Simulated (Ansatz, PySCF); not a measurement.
Species: PH$_{2}$, charge 0, multiplicity 2. SMILES: [PH2]
Geometry: optimised at B3LYP-D3(BJ)/def2-TZVP (Ansatz, a quantum-chemistry and plane-wave program).

Quantity: atomisation energy (electronic, to ground-state atoms), in kcal/mol. Valence correlation only, unless marked. Open shells are spin-unrestricted. Spin-orbit coupling is left out. Non-relativistic. The coupled-cluster limit lacks core correlation, which all-electron functionals hold. CBS(X,Y): correlation extrapolated as X^-3; Hartree-Fock from the larger set (for Q and 5 zeta extrapolated as (X+1)exp(-9√X)).

```json
[
 {"level": "HF-D3(BJ)/def2-TZVPD", "program": "PySCF + dftd3", "atomisation energy (kcal/mol)": "115.0"},
 {"level": "PBE0-D4/def2-TZVPD", "program": "Ansatz + dftd4", "atomisation energy (kcal/mol)": "153.3"},
 {"level": "r2SCANh-D4/def2-TZVPD", "program": "Ansatz + dftd4", "atomisation energy (kcal/mol)": "155.0"}
]
```

Task: Predict the CCSD(T)/CBS(cc-pV(Q+d)Z,cc-pV(5+d)Z) result (Ansatz).

Result: 154.1 kcal/mol
